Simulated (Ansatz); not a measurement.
in.yaml

```yaml
crystal:
  periodic: [false, false, false]
  atoms:
    - {symbol: Cl, position_ang: [0.000000, -0.579616, 1.798512]}
    - {symbol: Ga, position_ang: [0.000000, 0.559032, 0.000000]}
    - {symbol: Cl, position_ang: [0.000000, -0.579616, -1.798512]}
    - {symbol: H, position_ang: [0.000000, 2.104198, 0.000000]}
basis:
  gaussian: {orbitals: cc-pVDZ}
correlation: {method: fic_mrcisd_q, electrons: outside_noble_gas, active_space: {window: {electrons: 2, orbitals: 2}}}
```

```sh
$ ansatz run in.yaml --threads 1 --pin off --events-out ev --progress --plain --max-ram 2393MiB
```

Task: Roughly how long does this take on 1 thread of Intel Xeon, shared host, and how much host memory?

Result: 20 s wall and 0.2 GiB.

```
758 factors; integrals over basis functions are off by at most 8.9e-4 eV
mean field evaluation 1: about -77358.6848 eV, gradient 1.7e1 eV
mean field evaluation 2: about -77358.6939 eV, gradient 1.7e1 eV
mean field evaluation 4: about -77359.8290 eV, gradient 1.2e0 eV
mean field evaluation 8: about -77359.8380 eV, gradient 3.2e-4 eV
mean field -77359.83797166 eV, -2842.9216090770 hartree, gradient 1.2e-6 eV, S^2 0.000000; 0 other end points of the search recorded, 0 dependent functions left out
reference -77359.83797166 eV, -2842.9216090770 hartree; 33, 33 occupied and 35, 35 virtual orbitals, 758 factors
state -77360.23394321 eV, -2842.9361607632 hartree
contracted CI cycle   1: correlation 0.00000000 eV, 0.0000000000 hartree, residual 2.52e1 eV
contracted CI cycle   2: correlation -8.28725066 eV, -0.3045508444 hartree, residual 2.87e0 eV
contracted CI cycle   3: correlation -8.42423199 eV, -0.3095848155 hartree, residual 7.08e-1 eV
contracted CI cycle   4: correlation -8.43293055 eV, -0.3099044816 hartree, residual 1.80e-1 eV
contracted CI cycle   5: correlation -8.43358099 eV, -0.3099283849 hartree, residual 5.35e-2 eV
contracted CI cycle   6: correlation -8.43363319 eV, -0.3099303032 hartree, residual 1.70e-2 eV
contracted CI cycle   7: correlation -8.43363836 eV, -0.3099304931 hartree, residual 5.66e-3 eV
contracted CI cycle   8: correlation -8.43363895 eV, -0.3099305151 hartree, residual 1.85e-3 eV
state -77360.23394321 eV, -2842.9361607632 hartree; corrected -77369.68655315 eV, -2843.2835377712 hartree
Total energy: -77369.68655315 eV, -2843.2835377712 hartree
```

Natural occupations: 1.9757 0.0243.

For the same geometry and basis RCCSDT(Q) lies 143.0 meV lower.
